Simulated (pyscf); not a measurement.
PySCF, gas phase, ωB97X-D3(BJ)/def2-SVP geometries.

Question: For the elementary gas-phase step H₃C–GeH₂• (SMILES [CH3][GeH2]) + HCl (SMILES Cl) → CH₄ (SMILES C) + GeH₂ (SMILES [GeH2]) [singlet] + Cl• (SMILES [Cl]) (doublet surface; C–Ge, Cl–H broken, C–H formed), what barrier and reaction energy does ωB97M-D3(BJ)/def2-TZVP give, measured from the separated reactants?

Answer: ΔE‡ = 212.2 kJ/mol, ΔE = +207.7 kJ/mol. Zero-point energy shifts the barrier by -10.2 kJ/mol. It is a concerted fragmentation, with an imaginary mode of 977i cm⁻¹. On the product side the descent ends in a complex, 20.5 kJ/mol under the separated species and 17.1 kJ/mol under the saddle at ωB97X-D3(BJ)/def2-TZVP. This is the saddle that the search found; another between the same sides may lie lower. Left out: the spin-orbit lowering of Cl. Elements up to Kr have no core potential and no relativistic terms here.
